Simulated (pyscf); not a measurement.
Elementary routes open to S=Ge: [singlet] + hydrogen fluoride (HF) in the gas phase (singlet surface):
A. F–Ge:–SH [singlet] (F–H broken; F–Ge, H–S formed)
B. F–GeH=S (F–H broken; F–Ge, Ge–H formed)

Single points on ωB97X-D3(BJ)/def2-SVP structures (PySCF, gas phase). Correlated levels are frozen-core, on RHF or UHF. ΔMP2 is the change of the MP2 total energy from the triple- to the quadruple-zeta basis.

Task: Rank the routes by free-energy barrier at 900 K, lowest first, for CCSD(T)/def2-TZVPP + ΔMP2(QZVPP) energies (ideal gas, 1 atm, RRHO with modes under 100 cm⁻¹ raised to 100, one conformer, R ln 2 for chiral ones without a mode under 150 cm⁻¹).

Result: A (137.0 kJ/mol), B (281.2 kJ/mol)

Route A is the fastest of these, ahead of the next by 144.2 kJ/mol. The most stable products are those of A (ΔG = +23.6 kJ/mol), so kinetics and thermodynamics agree. At 298 K A is still the fastest. A: On the reactant side the descent ends in a complex, 25.9 kJ/mol under the separated species and 32.5 kJ/mol under the saddle at ωB97X-D3(BJ)/def2-TZVP. Only these routes are compared; each barrier is that of the saddle found, and lower ones may exist. The CCSD(T) − MP2 part came from Ansatz, without density fitting, on the same reference. The frozen core leaves the outer d or s,p core shells of the metals and heavy elements correlated in the MP2 and CC values, and def2-TZVPP describes them poorly, which can shift differences by a few kcal/mol. Elements up to Kr have no core potential and no relativistic terms here.
